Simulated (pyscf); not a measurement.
Structures and frequencies: ωB97X-D3(BJ)/def2-SVP in PySCF. MP2 and CC: frozen core, UHF for open shells. ΔMP2 is the change of the MP2 total energy from the triple- to the quadruple-zeta basis.

**Question.** Estimate the classical barrier height and the reaction energy of [HN=SiH]• + HF → H₂N–SiH•–F at CCSD(T)/def2-TZVPP + ΔMP2(QZVPP). The step runs on the doublet surface, breaks F–H and forms H–N, F–Si; take the separated reactants as zero.

**Answer.** ΔE‡ = 6.1 kcal/mol, ΔE = -73.5 kcal/mol. Zero-point energy shifts the barrier by +0.6 kcal/mol. It is an addition across a multiple bond or ene-type step, with an imaginary mode of 591i cm⁻¹. This is the saddle that the search found; another between the same sides may lie lower. The CCSD(T) − MP2 part came from Ansatz, without density fitting, on the same reference. An open-shell T1 diagnostic exceeds 0.045.
